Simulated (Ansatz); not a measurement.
The input, for Ansatz 0.2.0:

```yaml
crystal:
  periodic: [false, false, false]
  atoms:
    - {symbol: Si, position_ang: [0.000000, 0.000000, 0.000000]}
    - {symbol: O, position_ang: [0.000000, 0.000000, 2.366000]}
basis:
  gaussian: {orbitals: cc-pVDZ}
total_charge: 1
magnetization: {spin_polarized: false, initial_magnetization: 3}
correlation: {method: fci, electrons: outside_noble_gas}
```

```sh
$ ansatz run in.yaml --threads 2 --pin off --events-out ev --progress --plain --max-ram 34560MiB --backend cuda --devices 0, --max-vram 37GiB
```

Output:

```
539 factors; integrals over basis functions are off by at most 9.2e-8 eV
mean field evaluation 1: about -9876.2898 eV, gradient 4.4e1 eV
mean field evaluation 2: about -9876.3352 eV, gradient 4.4e1 eV
mean field evaluation 4: about -9881.1059 eV, gradient 2.8e1 eV
mean field evaluation 8: about -9887.0702 eV, gradient 1.7e0 eV
mean field evaluation 16: about -9887.1052 eV, gradient 1.6e-6 eV
mean field evaluation 32: about -9887.6351 eV, gradient 2.6e-1 eV
mean field evaluation 64: about -9886.1835 eV, gradient 3.2e-5 eV
mean field evaluation 96: about -9887.1052 eV, gradient 2.3e-6 eV
mean field evaluation 128: about -9887.1692 eV, gradient 2.9e-1 eV
mean field evaluation 160: about -9887.5951 eV, gradient 1.2e0 eV
mean field evaluation 192: about -9887.6411 eV, gradient 4.8e-1 eV
mean field evaluation 224: about -9881.9173 eV, gradient 2.7e1 eV
mean field evaluation 256: about -9880.7966 eV, gradient 2.2e0 eV
mean field evaluation 288: about -9887.1747 eV, gradient 2.0e-2 eV
mean field evaluation 320: about -9887.1052 eV, gradient 2.4e-2 eV
mean field -9887.64215101 eV, -363.3641469650 hartree, gradient 1.7e-6 eV, S^2 3.750000; 20 other end points of the search recorded, 0 dependent functions left out
mean field evaluation 352: about -9887.3783 eV, gradient 4.7e-1 eV
mean field evaluation 384: about -9887.9087 eV, gradient 2.2e0 eV
mean field evaluation 416: about -9887.4730 eV, gradient 8.5e-1 eV
mean field evaluation 448: about -9887.4987 eV, gradient 8.2e0 eV
mean field evaluation 480: about -9886.7046 eV, gradient 7.6e-1 eV
mean field evaluation 512: about -9887.4384 eV, gradient 1.6e-4 eV
determinant -9887.64215101 eV, -363.3641469650 hartree, with singles and doubles -9892.72282090 eV, -363.5508581395 hartree
determinant -9887.17470520 eV, -363.3469686486 hartree, with singles and doubles -9892.22850506 eV, -363.5326923675 hartree
determinant -9887.10520951 eV, -363.3444147288 hartree, with singles and doubles -9892.15418434 eV, -363.5299611314 hartree
determinant -9886.18350262 eV, -363.3105426255 hartree, with singles and doubles -9891.22428091 eV, -363.4957878107 hartree
determinant -9887.64215101 eV, -363.3641469650 hartree, with singles and doubles -9892.72465445 eV, -363.5509255213 hartree
determinant -9887.17470520 eV, -363.3469686486 hartree, with singles and doubles -9892.23181770 eV, -363.5328141050 hartree
6 core orbitals not correlated: weight in the atoms' cores, before any rotation towards them, 1.000 or more for the frozen orbitals, at most 0.000 for the correlated occupied ones
reference -9887.64215101 eV, -363.3641469650 hartree; 6, 3 occupied and 20, 23 virtual orbitals, 539 factors
state -9892.83118908 eV, -363.5548405968 hartree
Total energy: -9892.83118908 eV, -363.5548405968 hartree
```

Natural occupations: 1.9796 1.9579 1.9004 1.0000 0.9945 0.9781 0.0547 0.0457 0.0142 0.0100 0.0095 0.0094 0.0076 0.0064 0.0055 0.0039 0.0036 0.0036 0.0032 0.0032 0.0032 0.0028 0.0013 0.0011.

Ran on 2 threads of AMD EPYC 7R13 with a shared H100 80 GB, shared host: 40 s wall, 1.7 GiB peak host memory.
